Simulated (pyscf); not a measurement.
Addition across a multiple bond or ene-type step: HC≡C–CH₃ (SMILES C#CC) + H₂O (SMILES O) → H₂C=C(CH₃)–OH (SMILES C=C(C)O)

Gas phase, singlet surface, charge 0. Bonds broken: O8–H9. Bonds formed: C2–O8, C3–H9. Structures and frequencies: ωB97X-D3(BJ)/def2-SVP in PySCF. Correlated levels are frozen-core, on RHF or UHF. ΔMP2 is the change of the MP2 total energy from the triple- to the quadruple-zeta basis.

Transition state (Å):

```xyz
10

C     -1.9808     0.0224     0.0832
C     -0.5073    -0.0772    -0.0812
C      0.6343    -0.6195     0.2259
H     -2.5073    -0.2249    -0.8520
H     -2.2885    -0.6941     0.8587
H     -2.3000     1.0289     0.4016
H      0.7333    -1.3915     0.9951
O     -0.0330     0.9383    -1.3152
H      0.8756     0.4108    -0.9932
H      0.0274     1.8405    -0.9582
```

One imaginary mode, 1087i cm⁻¹; descent along it reached the two sides named, in the forms told below.

| bond | change | reactant side (Å) | saddle | product side |
|---|---|---|---|---|
| O8–H9 | breaks | 0.965 | 1.099 | 2.584 |
| C2–O8 | forms | 3.1 | 1.667 | 1.366 |
| C3–H9 | forms | 3.2 | 1.614 | 1.093 |

Electronic energies relative to the separated reactants (kcal/mol):

```csv
level,barrier,reaction energy,reverse barrier
ωB97X-D3(BJ)/def2-TZVP,49.2,-36.7,85.9
PBE/def2-TZVP,42.4,-36.1,78.5
r²SCAN/def2-TZVP,44.8,-37.6,82.4
B3LYP-D3(BJ)/def2-TZVP,49.4,-34.2,83.6
PBE0-D3(BJ)/def2-TZVP,45.4,-38.8,84.2
M06-2X/def2-TZVP,51.2,-33.8,85.0
ωB97M-D3(BJ)/def2-TZVP,49.1,-34.0,83.1
HF/def2-TZVP,67.5,-30.0,97.4
MP2/def2-QZVPP,55.7,-28.2,83.9
CCSD/def2-TZVPP,56.3,-30.3,86.6
CCSD(T)/def2-TZVPP,53.2,-30.6,83.8
CCSD(T)/def2-TZVPP + ΔMP2(QZVPP),53.7,-30.0,83.8
```

With CCSD(T)/def2-TZVPP + ΔMP2(QZVPP) energies and thermal terms (ideal gas, 1 atm, RRHO with modes under 100 cm⁻¹ raised to 100, one conformer, R ln 2 for chiral ones without a mode under 150 cm⁻¹), in kcal/mol:

| T (K) | ΔH‡ | ΔG‡ | ΔH | ΔG |
|---|---|---|---|---|
| 298 | 52.5 | 62.4 | -27.0 | -16.5 |
| 600 | 52.3 | 72.6 | -27.3 | -5.6 |
| 900 | 52.8 | 82.6 | -26.7 | +5.1 |
| 1200 | 53.6 | 92.4 | -25.7 | +15.6 |

On the product side the descent ends in a point that may be a rotor saddle (no frequency run), 1.9 kcal/mol over the lowest minimum found and 83.9 kcal/mol under the saddle at ωB97X-D3(BJ)/def2-TZVP. One saddle was located; it need not be the lowest between these sides. The CCSD(T) − MP2 part came from Ansatz, without density fitting, on the same reference.
